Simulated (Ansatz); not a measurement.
Relaxation of ClH5Si2 (8 atoms, charge 0, multiplicity 1), to a largest force component of 0.03 eV/Å in at most 50 steps.

Method: RKS B3LYP-D4/def2-SVPD (Ansatz).

```xyz
8
Properties=species:S:1:pos:R:3
Si 0.280 -0.024 0.012
Si 0.953 -0.009 2.151
H -0.042 -0.241 3.235
H 2.001 -1.072 2.236
H 1.600 1.320 2.343
H 1.659 0.179 -0.436
Cl -0.899 1.629 -0.501
H -0.346 -1.237 -0.568
```

Where does it end, and by what steps?

The forces met the threshold. After 5 steps the energy has fallen by 0.263 eV; H6 moved furthest, 0.53 Å.

```json
{"step": "0", "energy less start (eV)": "0.0000", "largest force component (eV/Å)": "1.446", "accepted": "yes"}
{"step": "1", "energy less start (eV)": "-0.1646", "largest force component (eV/Å)": "0.349", "accepted": "yes"}
{"step": "2", "energy less start (eV)": "-0.2459", "largest force component (eV/Å)": "0.087", "accepted": "yes"}
{"step": "3", "energy less start (eV)": "-0.2606", "largest force component (eV/Å)": "0.087", "accepted": "yes"}
{"step": "4", "energy less start (eV)": "-0.2629", "largest force component (eV/Å)": "0.034", "accepted": "yes"}
{"step": "5", "energy less start (eV)": "-0.2631", "largest force component (eV/Å)": "0.008", "accepted": "yes"}
```

```xyz
8
Properties=species:S:1:pos:R:3
Si 0.403 -0.005 -0.052
Si 1.020 0.001 2.215
H -0.190 -0.196 3.060
H 1.987 -1.107 2.471
H 1.661 1.303 2.552
H 1.564 0.210 -0.959
Cl -0.936 1.593 -0.368
H -0.303 -1.254 -0.448
```

Whether the end is a true minimum wasn't checked by a vibrational analysis.

The run took 8.3 s on 4 threads of Arm Neoverse V2, with other jobs on the host, peak memory 0.26 GiB.
